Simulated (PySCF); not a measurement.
Streptocyanine-3, C3H7N2 (charge +1).
SMILES: `N/C=C/C=[NH2+]`

Torsions of this conformer, `[NH2:1]/[CH:2]=[CH:3]/[CH:4]=[NH2+:5]`: C2–C3–C4–N5 180°, H–N1–C2–C3 180°, H–N1–C2–C3 0°.

The closed-shell ground state was solved at several levels (PySCF, density fitting, gas phase, non-relativistic). The structure is a single PBE0-D3(BJ)/def2-TZVP conformer in the gas phase; no vibrational or solvent corrections.

| level | basis functions | HOMO (eV) | LUMO (eV) | gap (eV) |
| --- | --- | --- | --- | --- |
| wB97X-D/aug-cc-pVTZ | 391 | -13.40 | -4.51 | 8.89 |
| PBE0/pcSseg-2 | 278 | -11.71 | -6.25 | 5.46 |
| CAM-B3LYP/aug-cc-pVTZ | 391 | -12.91 | -5.18 | 7.73 |

Q: Estimate the row for PBE0/aug-cc-pVTZ, a basis of 391 functions; the other rows only guide the guess.

A: HOMO -11.71 eV, LUMO -6.25 eV, gap 5.46 eV.
